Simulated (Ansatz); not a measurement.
CoSn3: computed properties

Computed with DFT r2SCAN, scalar-relativistic, plane waves, PAW (Ansatz 0.2.0).

Settings: cutoff 500 eV, Γ-centred mesh 6×6×6 on the computed 16-atom cell, Gaussian smearing of 0.10 eV; no spin polarisation.

The structure is relaxed at this level of theory with its symmetry kept. Whether it is the stable form of this composition wasn't checked.

```
Co Sn
1.0
     8.47344   -3.11680    0.00000
     8.47344    3.11680    0.00000
     0.00000    0.00000    6.24110
Co Sn
4 12
Direct
  0.42007 0.42007 0.00000
  0.92007 0.92007 0.50000
  0.57993 0.57993 0.00000
  0.07993 0.07993 0.50000
  0.83669 0.16331 0.16294
  0.33669 0.66331 0.33706
  0.66331 0.33669 0.66294
  0.16331 0.83669 0.83706
  0.02295 0.64706 0.18954
  0.52295 0.14706 0.31046
  0.14706 0.52295 0.68954
  0.64706 0.02295 0.81046
  0.35294 0.97705 0.18954
  0.85294 0.47705 0.31046
  0.47705 0.85294 0.68954
  0.97705 0.35294 0.81046
```

| Property | Result |
| --- | --- |
| Space group | Cmce (No. 64) |
| Volume per atom | 139.0 bohr³ |
| Formation energy from the elements' standard states (uncorrected) | +0.090 eV/atom |
| Generalised Kohn–Sham band gap | none (metal) |
| Density of states at the Fermi level | 4.47 states/eV per cell |
| Löwdin character within 0.5 eV of the Fermi level | Co 3d 47 %, Sn 5p 39 %, Sn 5s 11 % |

A ferromagnetic start lost its moments in a first run, so spin was left out; other magnetic orders weren't tried.

Cost: 1 run of about 37 core-minutes, on Intel Xeon Processor @ 2.50GHz (Skylake/Cascade Lake) (shared hosts).